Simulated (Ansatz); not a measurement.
**Cl, doublet in def2-SVPD: errors against UCCSDT(Q)**

A free Cl atom.

Basis def2-SVPD; Ansatz 0.2.0. Only valence electrons are correlated (noble-gas cores frozen), which leaves 7 electrons in 22 orbitals. R marks a restricted (for open shells ROHF) determinant, U an unrestricted one. Active spaces: valence = (7e, 4o) chosen from the atoms' valence shells.

Full CI isn't at hand for all of this; UCCSDT(Q) serves as the reference, and is uncertain by about the last step of the cluster series. The frozen core follows each run's orbitals, which can shift R against U totals by a few meV.

For open shells CISD is restricted-active-space CI with the open shells as a complete middle space.

The UHF ⟨S²⟩ is 0.757. The T1 diagnostic (RCCSD) is 0.0126 and the largest doubles amplitude (RCCSD) is 0.036. The T1 diagnostic (UCCSD) is 0.0069.

From what is known of these methods and the diagnostics, rank them by the size of their error in total energy against UCCSDT(Q) in def2-SVPD, smallest first (an estimate: the text doesn't fix the numbers).
A. UMP2
B. MRCISD (valence space)
C. UCCSDT
D. NEVPT4(SD) (valence space)
E. CASSCF (valence space)

C (5 meV), D (80 meV), B (204 meV), A (553 meV), E (3917 meV).

All errors are against UCCSDT(Q) in def2-SVPD. The usual hierarchy is broken: NEVPT4(SD) (valence space) lies nearer than MRCISD (valence space).

Natural occupations of CASSCF (valence space) about the gap: 2.000 2.000 2.000 1.000; effectively unpaired electrons, Σ n²(2−n)², 1.00.
